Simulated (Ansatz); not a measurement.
The first iterations of a band of H2O2 (4 atoms, charge 0, multiplicity 1).

Level of theory: RKS PBE-D4/def2-SVP (Ansatz).

| Quantity | Value |
| --- | --- |
| movable images | 9 |
| climbing image | yes |
| spring | 5.0 eV/Å² |
| optimiser | quadratic models (default) |
| start path | through a guess of the saddle point |
| force threshold | 0.05 eV/Å |
| iteration limit | 60 |
| end points | relaxed |

Image 0:

```xyz
4
Properties=species:S:1:pos:R:3
O -0.485 -0.595 0.007
O 0.074 0.733 0.216
H 0.176 -1.130 0.493
H 0.234 0.992 -0.716
```

Image 10:

```xyz
4
Properties=species:S:1:pos:R:3
O -0.073 -0.733 -0.216
O 0.485 0.595 -0.007
H -0.235 -0.992 0.716
H -0.177 1.130 -0.493
```

| iteration | highest image above the first end (eV) | largest band force component (eV/Å) |
| --- | --- | --- |
| 1 | 2.871 | 17.899 |
| 2 | 0.063 | 1.543 |

Task: Does the band converge within its limit, and where does its top end?

Result: It converged. It ended after 6 iterations with the highest image 0.026 eV above the first end. A vibrational analysis at the climbing image gives one clearly imaginary mode, 267i cm⁻¹: a first-order saddle point.

Time of the run: 40 s on 1 thread of Arm Neoverse N1 (shared host), peak memory 0.082 GiB.
